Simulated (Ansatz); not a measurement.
Basis-set extrapolation for FH₄NSi, SMILES `N[SiH2]F` (PBE0-D4/def2-TZVP geometry, frozen core, Ansatz). Multiplicity 1, RHF reference.

|  | def2-TZVPP | def2-QZVPP |
| --- | --- | --- |
| HF | -445.335393 | -445.352884 |
| MP2 correlation | -0.592197 | -0.642392 |
| CCSD(T) correlation | -0.634424 | not run |

Energies in hartree. Use E(X) = E(∞) + A·exp(−7.88·√X) for Hartree–Fock and E(X) = E(∞) + B·X^(−2.97) for correlation, with X = 3 and 4, and add CCSD(T) minus MP2 of the smaller set to the MP2 limit.

**Question.** What is the CCSD(T) energy at the basis-set limit?

**Answer.** HF limit: -445.352884 + (-0.017491) × 0.13774 = -445.35529. MP2 limit: -0.642392 + (-0.050195) × 0.74074 = -0.67957. Higher-order term: -0.634424 − (-0.592197) = -0.04223. Total: -446.07709 hartree, 281.6 kJ/mol below CCSD(T)/def2-TZVPP.
